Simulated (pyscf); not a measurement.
## Insertion: H₃Si–PH₂ + silylene (SiH₂) [singlet] → H₃Si–SiH₂–PH₂

Gas phase, singlet surface, charge 0. Bonds broken: P1–Si2. Bonds formed: P1–Si8, Si2–Si8. PySCF, gas phase, ωB97X-D3(BJ)/def2-SVP geometries. MP2 and CC: frozen core, UHF for open shells. ΔMP2 is the change of the MP2 total energy from the triple- to the quadruple-zeta basis.

Transition state (Å):

```xyz
10

P     -1.9525    -0.4038     0.6794
Si     0.4059     0.1539     0.5503
H     -1.6115    -1.7441     0.3425
H     -2.7552    -0.2095    -0.4794
H      0.4163    -0.5931     1.8628
H      0.6784     1.5741     0.8940
H      1.4776    -0.5445    -0.2187
Si    -0.8152     0.7757    -1.5558
H     -1.9147     1.7995    -1.3904
H     -1.4600    -0.2322    -2.4792
```

One imaginary mode, 371i cm⁻¹; descent along it reached the two sides named, in the forms told below.

```
bond     change  reactant side (Å)  saddle  product side
-------  ------  -----------------  ------  ------------
P1–Si2   breaks              2.274   2.427           3.7
P1–Si8    forms                2.9     2.8         2.258
Si2–Si8   forms                3.2   2.513         2.333
```

Electronic energies relative to the separated reactants (kJ/mol):

```
level                             barrier  reaction energy  reverse barrier
--------------------------------  -------  ---------------  ---------------
ωB97X-D3(BJ)/def2-TZVP              -18.6           -268.5            249.9
PBE/def2-TZVP                       -33.2           -248.7            215.5
r²SCAN/def2-TZVP                    -31.7           -263.9            232.2
B3LYP-D3(BJ)/def2-TZVP               -6.4           -240.6            234.2
PBE0-D3(BJ)/def2-TZVP               -30.5           -263.1            232.7
M06-2X/def2-TZVP                     -2.4           -236.0            233.6
ωB97M-D3(BJ)/def2-TZVP                5.4           -230.6            236.0
HF/def2-TZVP                         84.8           -212.1            296.9
MP2/def2-QZVPP                       -8.7           -254.1            245.3
CCSD/def2-TZVPP                      24.9           -228.4            253.3
CCSD(T)/def2-TZVPP                    8.3           -234.3            242.6
CCSD(T)/def2-TZVPP + ΔMP2(QZVPP)      4.0           -238.8            242.8
```

With CCSD(T)/def2-TZVPP + ΔMP2(QZVPP) energies and thermal terms (ideal gas, 1 atm, RRHO with modes under 100 cm⁻¹ raised to 100, one conformer, R ln 2 for rigid chiral ones), in kJ/mol:

```csv
T (K),ΔH‡,ΔG‡,ΔH,ΔG
298,9.4,55.0,-227.5,-184.3
600,10.3,100.9,-224.8,-141.4
900,12.3,145.8,-220.9,-100.5
1200,14.5,190.0,-216.5,-61.0
```

On the reactant side the descent ends in a bound adduct, 46.4 kJ/mol under the separated species and 27.8 kJ/mol under the saddle at ωB97X-D3(BJ)/def2-TZVP. At ωB97X-D3(BJ), PBE, r²SCAN, B3LYP-D3(BJ), PBE0-D3(BJ), M06-2X, MP2 the saddle lies under the separated reactants, which points to a path from their complex (located at ωB97X-D3(BJ) alone). This is the saddle that the search found; another between the same sides may lie lower. The CCSD(T) − MP2 part came from Ansatz, without density fitting, on the same reference.
